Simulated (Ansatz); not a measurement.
The first iterations of a band of CH6OSi (9 atoms, charge 0, multiplicity 1).

Theory: RHF/def2-SVP in Ansatz.

```yaml
movable_images: 5
climbing_image: yes
spring: 5.0 eV/Å²
optimiser: quadratic models (default)
start_path: through a guess of the saddle point
force_threshold: 0.05 eV/Å
iteration_limit: 60
end_points: relaxed
```

Initial state:

```xyz
9
Properties=species:S:1:pos:R:3
Si 0.164 -0.006 0.231
H 0.048 -0.047 1.709
O 1.738 -0.136 -0.233
C 2.631 -1.172 0.028
H 2.290 -2.115 -0.409
H 3.596 -0.923 -0.409
H 2.771 -1.322 1.103
H -0.345 1.280 -0.278
H -0.641 -1.122 -0.323
```

Final state:

```xyz
9
Properties=species:S:1:pos:R:3
Si -0.438 0.252 0.021
H 1.148 -0.751 1.788
O 1.287 -0.434 0.907
C 2.363 -1.086 0.255
H 2.102 -2.118 0.025
H 2.547 -0.544 -0.666
H 3.251 -1.049 0.884
H 0.410 1.120 -0.886
H -0.420 -0.953 -0.908
```

| iteration | highest image above the first end (eV) | largest band force component (eV/Å) |
| --- | --- | --- |
| 1 | 5.408 | 6.837 |
| 2 | 3.913 | 2.288 |
| 3 | 3.607 | 4.602 |
| 4 | 3.873 | 0.942 |
| 5 | 4.130 | 0.504 |

Question: Does the band converge within its limit, and where does its top end?

Answer: It converged. It ended after 16 iterations with the highest image 4.130 eV above the first end. Neighbouring images differ by up to 3.7 eV, so the band resolves the path poorly. A vibrational analysis at the climbing image gives one clearly imaginary mode, 2097i cm⁻¹: a first-order saddle point. The orbitals stay closed-shell, which can raise the energy where a bond breaks towards radicals; this wasn't checked here.

The run took 73 s on 1 thread of Arm Neoverse V1 (shared host), peak memory 0.13 GiB.
